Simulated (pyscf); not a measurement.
H₂N–SiH=O (SMILES N[SiH]=O) -> O=Si: (SMILES O=[Si]) [singlet] + NH₃ (SMILES N), a 1,1-elimination (singlet surface; N–Si, H–Si broken, H–N formed). Optimised with ωB97X-D3(BJ)/def2-SVP in PySCF. Correlated levels are frozen-core, on RHF or UHF. ΔMP2 is the change of the MP2 total energy from the triple- to the quadruple-zeta basis. Energies in kcal/mol from the reactant's lowest minimum found.

Small-basis levels: PySCF, no dispersion term, spherical d functions. 

Question: In single points B3LYP/6-31G* puts the saddle at 65.7 kcal/mol and the reaction energy at +20.8 kcal/mol. Should these be trusted to within a few kcal/mol? Compare with CCSD(T)/def2-TZVPP + ΔMP2(QZVPP).

Answer: CCSD(T)/def2-TZVPP + ΔMP2(QZVPP) gives ΔE‡ = 69.3 kcal/mol and ΔE = +23.3 kcal/mol. B3LYP/6-31G* lies 3.6 kcal/mol under it in the barrier and 2.5 kcal/mol under it in the reaction energy, so on this step it does not hold to within 3.0 kcal/mol. CCSD(T)/def2-TZVPP + ΔMP2(QZVPP) has limits of its own. On the product side the descent ends in a bound adduct (not fully relaxed), 11.6 kcal/mol under the separated species and 55.1 kcal/mol under the saddle at ωB97X-D3(BJ)/def2-TZVP. At ωB97X-D3(BJ) the barrier from the zero used here is 73.1 kcal/mol. H₂N–SiH=O lies 5.8 kcal/mol over its isomer H₂N–Si:–OH [singlet] (electronic energy, ωB97M-D3(BJ)). This is the saddle that the search found; another between the same sides may lie lower. The CCSD(T) − MP2 part came from Ansatz, without density fitting, on the same reference.
